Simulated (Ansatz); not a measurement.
## CH2NSi (SMILES N#C[SiH2]): the energy, rung by rung

The species is CH2NSi (5 atoms), meant as a doublet with charge 0. As SMILES, `N#C[SiH2]`. The coordinates come from a PBE0-D4/def2-TZVP relaxation.

```xyz
5

N     1.0418   -1.2192    1.5723
C     0.5659   -0.6252    0.7039
Si   -0.0920    0.2678   -0.7519
H    -1.4554   -0.2230   -1.0537
H    -0.0104    1.7260   -0.5118
```

Quantity: the energy change with the N1–C2 bond stretched from 1.155 to 1.443 Å, in eV. The values are calculated.

| level | kind | program | value (eV) | less FCI/STO-3G | CPU time (all runs) |
| --- | --- | --- | --- | --- | --- |
| USVWN5/STO-3G | LDA | Ansatz | 1.68 | +0.12 | 2.4 s |
| U-r2SCAN/STO-3G | meta-GGA | Ansatz | 1.83 | +0.27 | 12 s |
| UB3LYP/STO-3G | global hybrid | Ansatz | 1.91 | +0.35 | 4.6 s |
| UBHLYP/STO-3G | global hybrid | Ansatz | 2.22 | +0.66 | 6.8 s |
| UHSE06/STO-3G | range-separated hybrid | Ansatz | 2.08 | +0.52 | 5.7 s |
| UB2PLYP/STO-3G | double hybrid | Ansatz | 2.43 | +0.87 | 7.3 s |
| UCCSDT/STO-3G | coupled cluster or CI | Ansatz | 1.66 | +0.10 | 3.2 s |
| FCI/STO-3G | exact in the basis | Ansatz | 1.56 | 0.00 | 6 min |

FCI/STO-3G is exact within its basis and frozen core, so for wave-function methods in that basis the difference is their error; functionals converge differently with the basis, so for them it is only a difference. The first shape isn't each level's own minimum. The values span 1.56 to 2.43 eV. Spin contamination of the reference (⟨S²⟩ at least 0.1 too high) touches U-r2SCAN/STO-3G, UB3LYP/STO-3G, UBHLYP/STO-3G, UHSE06/STO-3G, UB2PLYP/STO-3G, UCCSDT/STO-3G. All rows use very small basis sets, so none should be taken for the real molecule's value. Times are those of the runs behind each value, whatever else they computed, on shared processors of several kinds: orders of magnitude only.
